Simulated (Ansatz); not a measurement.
# H7NOSi: the cost of one run

The runs use Ansatz 0.2.0, Gaussian basis; PBE0-D4 structure, single points in def2-TZVPPD.

Levels: PBE-D4, revPBE-D4, BLYP-D4, r2SCAN-D4, B97M-V, PBE0-D4, B3LYP-D4, HSE06-D4, wB97X-V, wB97M-V, B2PLYP, Hartree-Fock, MP2, CCSD, CCSD(T). The reference is CCSD(T) extrapolated to the basis limit.

Correlated methods freeze the cores. B3LYP uses VWN-RPA correlation. B2PLYP carries no dispersion term here.

176 further runs of the same task are left out: 176 set aside as unsound or not needed. Runs told in other sessions of the task aren't counted.

## Step 1: The system as given

The pair, from a GFN2-xTB docking trial: 10 atoms, charge 0, spin multiplicity 1.

Atoms are counted from 1 here; the program's logs count them from 0.

Bond lengths: N1–H2 1.013 Å, N1–H3 1.013 Å, N1–H4 1.012 Å, Si5–O6 1.612 Å, Si5–H7 1.468 Å, Si5–H8 1.456 Å, Si5–H9 1.468 Å, O6–H10 0.976 Å. Angles: H2–N1–H3 108.4°, H2–N1–H4 108.3°, H3–N1–H4 108.3°, O6–Si5–H7 111.3°, O6–Si5–H8 103.3°, O6–Si5–H9 111.3°, H7–Si5–H8 111.6°, H7–Si5–H9 107.8°, H8–Si5–H9 111.6°, Si5–O6–H10 122.6°.

Geometry (Å):

```tsv
atom	x (Å)	y (Å)	z (Å)
N1	-0.1948	0.1951	-1.9556
H2	-0.8853	0.5901	-2.5821
H3	0.7082	0.5936	-2.1835
H4	-0.1516	-0.8026	-2.1182
Si5	0.2285	-0.2368	1.8334
O6	-0.5996	0.6044	0.7355
H7	1.6759	-0.1022	1.6287
H8	-0.1914	0.3553	3.0952
H9	-0.1015	-1.6655	1.7706
H10	-0.4883	0.4685	-0.2241
```

Atoms 1 to 4 are fragment A (NH₃), the rest fragment B (SiH₄O).

## Step 2: A first relaxation in a small basis

The input, pre/in.yaml:

```yaml
crystal:
  periodic: [false, false, false]
  atoms:
    - {symbol: N, position_ang: [-0.194800, 0.195100, -1.955600]}
    - {symbol: H, position_ang: [-0.885300, 0.590100, -2.582100]}
    - {symbol: H, position_ang: [0.708200, 0.593600, -2.183500]}
    - {symbol: H, position_ang: [-0.151600, -0.802600, -2.118200]}
    - {symbol: Si, position_ang: [0.228500, -0.236800, 1.833400]}
    - {symbol: O, position_ang: [-0.599600, 0.604400, 0.735500]}
    - {symbol: H, position_ang: [1.675900, -0.102200, 1.628700]}
    - {symbol: H, position_ang: [-0.191400, 0.355300, 3.095200]}
    - {symbol: H, position_ang: [-0.101500, -1.665500, 1.770600]}
    - {symbol: H, position_ang: [-0.488300, 0.468500, -0.224100]}
basis:
  gaussian: {orbitals: def2-SVP}
hamiltonian: {xc: pbe, dispersion: d4}
relax: {f_tol: 0.03, max_steps: 250}
```

Run with:

```sh
$ ansatz run in.yaml --threads 4 --pin off --events-out ev --progress --plain --max-ram 9574MiB
```

**Question.** How long does this run take on 4 threads of Arm Neoverse V1, shared host?

About 5 s.
